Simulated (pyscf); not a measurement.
This saddle point was located with ωB97X-D3(BJ)/def2-SVP in PySCF.

```xyz
6

I      1.0617     2.6014    -1.3712
H      1.1643     0.3781    -0.4527
C      0.1853     0.0293     0.0637
C     -0.1668    -1.0102     0.6491
H     -0.3315     1.0388    -0.1823
H     -0.4729    -1.9146     1.1583
```
Charge 0, spin multiplicity 1.

Surface: singlet, charge 0. Lowest wavenumbers (cm⁻¹): 1113i, 67, 235, 333, 690.

Question: Which two sides does it connect, and which bonds change?

Answer: HI (SMILES I) + HC≡CH (SMILES C#C) ⇌ HI (SMILES I) + HC≡CH (SMILES C#C), a four-centre exchange read from left to right: H–I, C–H broken and H–I, C–H formed. At CCSD(T)/def2-TZVPP + ΔMP2(QZVPP) it lies +50.1 kcal/mol from the left side and +50.1 kcal/mol from the right (each side as separated species at their lowest minima found). The same reactants have a lower exit, to H₂C=CH–I (barrier +40.2 kcal/mol at ωB97M-D3(BJ)/def2-TZVP, against +54.4 kcal/mol here). One saddle was located; it need not be the lowest between these sides. One closed-shell reference is unstable to symmetry breaking; treat the single-reference values with care. The CCSD(T) − MP2 part came from Ansatz, without density fitting, on the same reference. The largest closed-shell T1 diagnostic is 0.053, which may signal static correlation. The frozen core leaves the outer d or s,p core shells of the metals and heavy elements correlated in the MP2 and CC values, and def2-TZVPP describes them poorly, which can shift differences by a few kcal/mol. Elements past Kr carry the def2 core potentials, without spin-orbit coupling.
